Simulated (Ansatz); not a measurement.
# BH₂OSi radical (SMILES [B]1O[SiH2]1): one structure at several levels

One table from this session's results is given with a row withheld; the runs are named, their logs left out.

The runs use Ansatz 0.2.0, Gaussian basis; single points in def2-TZVPP.

Cores are frozen in the correlated methods. Orbitals are unrestricted.

**The starting structure**

SMILES `[B]1O[SiH2]1`, 5 atoms, charge 0, spin multiplicity 2.

Atoms are counted from 1 here; the program's logs count them from 0.

Bond lengths: B1–O2 1.286 Å, B1–Si3 2.052 Å, O2–Si3 1.834 Å, Si3–H4 1.526 Å, Si3–H5 1.487 Å. Angles: O2–B1–Si3 61.7°, B1–O2–Si3 80.2°, B1–Si3–O2 38.1°, B1–Si3–H4 124.2°, B1–Si3–H5 123.3°, O2–Si3–H4 112.3°, O2–Si3–H5 111.8°, H4–Si3–H5 111.2°.

As a file:

```xyz
5
BH2OSi
B    -0.80438    0.00756    1.48796
O     0.30085   -0.55232    1.14463
Si   -0.15587    0.23934   -0.44510
H    -0.38639   -0.78089   -1.55583
H     0.83821    1.26594   -0.85594
```

The first run:

run/in.yaml reads:

```yaml
crystal:
  periodic: [false, false, false]
  atoms:
    - {symbol: B, position_ang: [-0.804376, 0.007557, 1.487961]}
    - {symbol: O, position_ang: [0.300850, -0.552322, 1.144633]}
    - {symbol: Si, position_ang: [-0.155868, 0.239342, -0.445095]}
    - {symbol: H, position_ang: [-0.386394, -0.780887, -1.555826]}
    - {symbol: H, position_ang: [0.838210, 1.265936, -0.855942]}
basis:
  gaussian: {orbitals: def2-TZVPP}
magnetization: {spin_polarized: true, initial_magnetization: 1}
hamiltonian: {xc: pbe, dispersion: d4}
output: {forces: true}
```

On the command line:

```sh
$ ansatz run in.yaml --threads 2 --pin off --events-out ev --progress --plain --max-ram 3481MiB
```

Steps of the session up to this table: PBE-D4/def2-TZVPP; r2SCAN-D4/def2-TZVPP; PBE0-D4/def2-TZVPP; wB97M-V/def2-TZVPP; CCSD(T)/def2-TZVPP.

One of the session's tables, all rows but one given; the rest of the session is left out.

```
   method  RMS force component (eV/Å)  angle to CCSD(T) forces (°)  dipole (D)
   PBE-D4                       0.497                         23.1        1.52
r2SCAN-D4                           ?                            ?           ?
  PBE0-D4                       0.398                         31.6        1.58
  wB97M-V                       0.386                         30.1        1.66
  CCSD(T)                       0.502                    reference        1.58
```

**Question.** Estimate the row for r2SCAN-D4.

As computed: RMS force component (eV/Å): 0.441; angle to CCSD(T) forces (°): 20.1; dipole (D): 1.47. In the column «RMS force component (eV/Å)» it lies between PBE0-D4 (0.398) and PBE-D4 (0.497).

Caveats from the session: CCSD(T) in triple zeta still lacks some correlation energy of the bonds, so part of these gaps is its own basis error and they don't rank the functionals. The unrestricted reference is spin-contaminated, which hurts MP2 most.
